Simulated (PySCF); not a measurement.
**Cost against result**

Saddle point of SiNH$_{7}$O, closed shell (SiNH₅ ([NH2][SiH3]) + H₂O → SiH₄O ([OH][SiH3]) + NH₃; bonds formed: Si1–O7, N2–H6; bonds broken: Si1–N2, H6–O7), PBE0-D4/def2-TZVP structure:

Si1  (-0.771, 0.054, -0.382)
N2  (0.461, -0.720, 0.810)
H3  (-1.775, -1.084, -0.301)
H4  (-1.593, 1.155, 0.176)
H5  (-0.456, -0.041, -1.836)
H6  (1.099, 0.251, 0.460)
O7  (0.818, 1.296, -0.217)
H8  (0.151, -0.745, 1.774)
H9  (0.775, -1.646, 0.547)
H10  (1.291, 1.479, -1.030)
(Å)

Barriers are electronic and count from the start structure reached by relaxing down the imaginary mode.

Program: PySCF 2.14 with density fitting (its default auxiliary sets; JK sets also for MP2 and CCSD(T)). Basis: as named in each row. Cores are frozen in the correlated methods. B3LYP uses VWN-RPA correlation. Extrapolation: Hartree–Fock as exp(−7.88 √X), correlation as X^−2.97.

Times are rough, for one single point on 4 threads of a shared host (Arm Neoverse V2).

The estimate by CCSD(T) at an estimated basis limit (MP2 extrapolated from triple and quadruple zeta, plus CCSD(T) − MP2 in triple zeta) is 1.160 eV.

| method | basis | time (s) | barrier (eV) | method less estimate |
| --- | --- | --- | --- | --- |
| HF | STO-3G | under 1 | 1.792 | 0.632 |
| B3LYP-D4 | 6-31G | 2 | 0.707 | -0.453 |
| PBE0-D4 | def2-SVP | 3 | 0.860 | -0.300 |
| PBE-D4 | def2-SVP | 4 | 0.700 | -0.459 |
| MP2 | def2-QZVPP | 4 | 1.103 | -0.057 |
| SPW92 | def2-TZVPP | 8 | 0.554 | -0.605 |
| BHLYP-D4 | def2-TZVPP | 9 | 1.270 | 0.110 |
| PBE0-D4 | def2-TZVPP | 9 | 1.009 | -0.151 |
| B3LYP-D4 | def2-TZVPP | 9 | 1.135 | -0.025 |
| CCSD(T) | def2-SVP | 10 | 1.142 | -0.018 |
| PBE-D4 | def2-TZVPP | 11 | 0.887 | -0.273 |
| r2SCAN-D4 | def2-TZVPP | 24 | 0.964 | -0.196 |
| wB97M-V | def2-TZVPP | 150 | 1.074 | -0.086 |
| CCSD(T) | def2-TZVPP | 330 | 1.160 | 0.000 |

All methods are single points on the PBE0-D4 structures.

T1 diagnostic: at most 0.011.

The step is the kind of ligand exchange by which a precursor binds to a hydroxyl group, or is hydrolysed, in atomic layer deposition of oxides.

Labels in which every atom is bracketed show which atoms are joined, not bond orders.
